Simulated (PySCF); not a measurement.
**How the functional moves excitation energies**

Compound: BH5SSi.
Atom-mapped SMILES: `[BH2:1][S:2][SiH3:3]` (hydrogens: H4, H5 on B1; H6, H7, H8 on Si3)

Linear-response calculations in the def2-SVPD basis (PySCF; singlets by full response, triplets Tamm–Dancoff, core orbitals frozen in the response; HF means time-dependent Hartree–Fock). 'Strongest' is the level of largest summed f among the singlets computed (10 roots, of which the last may lack a degenerate partner); it can jump between rows when another state enters that window. S1 is the lowest singlet of each run and needn't be the same state throughout; f(S1) is that of one state. One conformer (not necessarily the lowest) at the PBE0-D3(BJ)/def2-SVP geometry, without solvent, vibrations or thermal averaging.

```
functional                               kind  S1 (eV)  f(S1)  strongest (eV)  T1 (eV)  HOMO (eV)  gap (eV)  ionisation energy, ΔSCF (eV)
       LDA                                LDA     4.92  0.000            5.29     4.15      -7.29      4.53                         10.40
       PBE                                GGA     5.07  0.000            5.39     4.10      -7.19      4.65                         10.26
     B3LYP  global hybrid, 20% exact exchange     5.42  0.000            7.23     4.42      -8.03      6.27                         10.37
      PBE0  global hybrid, 25% exact exchange     5.46  0.000            7.37     4.42      -8.29      6.70                         10.38
 BHandHLYP  global hybrid, 50% exact exchange     5.85  0.000            7.87     4.79      -9.22      8.68                         10.28
 CAM-B3LYP             range-separated hybrid     5.57  0.000            7.65     4.59      -9.52      9.07                         10.43
   LC-wPBE             range-separated hybrid     5.73  0.000            8.12     4.72     -10.90     11.57                         10.51
        HF                       Hartree–Fock     6.54  0.000            8.66     5.28     -10.78     12.63                   not settled
```

**Question.** What does wB97X-D (range-separated hybrid) give?

**Answer.** S1 (eV) 5.64, f(S1) 0.000, strongest (eV) 7.72, T1 (eV) 4.71, HOMO (eV) -10.07, gap (eV) 10.37, ionisation energy, ΔSCF (eV) 10.45. S1 runs from 4.92 eV (LDA) to 6.54 eV (HF), a spread of 1.62 eV, while the orbital gap spreads over 8.1 eV. Along PBE (0%), B3LYP (20%), PBE0 (25%), BHandHLYP (50%), HF (100%) S1 rises with the share of exact exchange. −ε(HOMO) comes closest to its own ΔSCF ionisation energy with wB97X-D (-0.38 eV) and misses most with LDA (-3.11 eV). 'Not settled' means that the ion's SCF failed to converge or may have ended in another state than the lowest.
